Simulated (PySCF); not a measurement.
All values below come from B3LYP-D3(BJ)/def2-TZVP in PySCF. Gas-phase values, no solvent. One relaxed conformer stands for a flexible species; it need not be the lowest. B3LYP has the VWN-RPA correlation part, as in Gaussian. 

Reference species (SMILES): `C=C[C]C` (lower triplet; C–C–C–C torsion 180°) (neutral, multiplicity 3).

| Item | Value |
|---|---|
| highest occupied spin orbital | -5.25 eV |

Changed species: `C([C]C)#N` (lower triplet) (X = cyano, multiplicity 3; the reference has X = vinyl, multiplicity 3).

Problem. Predict the effect on the highest occupied spin orbital.

Solution. the highest occupied spin orbital drops by 1.60 eV, to -6.85 eV.
